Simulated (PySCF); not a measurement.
Gas-phase reaction: 4 SiHF + SiH4 → 3 SiH2 + 2 SiHF2

Method: PySCF energies plus ideal-gas RRHO corrections (1 bar). † marks an energy on the PBE0/def2-TZVP geometry and frequencies; other levels use their own. MP2 freezes the core. Open shells (unrestricted): SiHF2 (multiplicity 2); the rest are closed-shell singlets. B3LYP is the form with VWN-RPA correlation. SiHF, SiHF2: computed as isolated molecules; such fragments, hydroxides, amides, oligomers or adducts are transient or little studied in the gas. MP2 isn't extrapolated to the basis-set limit; its ΔH°(298 K) is 208.4 kJ in def2-SVP and 202.1 kJ in def2-TZVPP. The harmonic model lacks anharmonicity and excited electronic states, which grow with temperature; levels with a mode under 35 cm⁻¹ are left out.

```tsv
level	ΔE electronic, kJ	ΔH°(298 K), kJ	ΔS°(298 K), J/K	ΔG°(1800 K), kJ
B3LYP/def2-TZVP†	222	215	6	195
MP2/def2-TZVPP†	209	202	6	182
PBE/def2-SVP	223	216	7	193
PBE/def2-TZVP†	215	208	6	188
PBE0/def2-SVP†	209	202	6	182
PBE0/def2-TZVP	199	192	6	171
```
ΔH° is lowest at PBE0/def2-TZVP and highest at PBE/def2-SVP. No reference value is set beside these.
